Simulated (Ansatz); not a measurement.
`CCCC(C)C` at its PBE0-D4/def2-TZVP geometry, where that method's forces vanish. Charge 0, multiplicity 1.

```xyz
20

C     1.1011   -1.0492   -1.8987
C    -0.2724   -0.4556   -1.6234
C    -0.7322   -0.5708   -0.1674
C    -0.4880    0.6609    0.7034
C    -1.0570    0.4413    2.0975
C     0.9786    1.0588    0.7831
H     1.8790   -0.5815   -1.2921
H     1.1105   -2.1191   -1.6721
H     1.3823   -0.9314   -2.9483
H    -0.9984   -0.9578   -2.2701
H    -0.2894    0.5983   -1.9255
H    -1.8066   -0.7814   -0.1421
H    -0.2478   -1.4382    0.3006
H    -1.0349    1.4955    0.2430
H    -0.5373   -0.3801    2.6016
H    -2.1197    0.1879    2.0600
H    -0.9451    1.3339    2.7185
H     1.3872    1.3150   -0.1964
H     1.5815    0.2439    1.1971
H     1.1087    1.9294    1.4313
```

Q: What forces (eV/Å) does PBE-D4/def2-TZVPP give on these atoms in Ansatz 0.2.0? (An estimate is asked.)

A: Ansatz gave: 
```
C1   0.018  0.002 -0.025
C2  -0.001 -0.020 -0.009
C3  -0.023  0.007 -0.031
C4   0.003 -0.005  0.022
C5  -0.025  0.015  0.029
C6   0.024  0.026 -0.005
H7   0.162  0.086  0.113
H8   0.011 -0.211  0.044
H9   0.069  0.016 -0.205
H10 -0.150 -0.091 -0.138
H11 -0.012  0.211 -0.067
H12 -0.218 -0.054  0.012
H13  0.091 -0.177  0.097
H14 -0.111  0.167 -0.097
H15  0.098 -0.160  0.105
H16 -0.212 -0.053  0.004
H17  0.019  0.171  0.133
H18  0.095  0.053 -0.189
H19  0.124 -0.156  0.080
H20  0.039  0.173  0.127
```
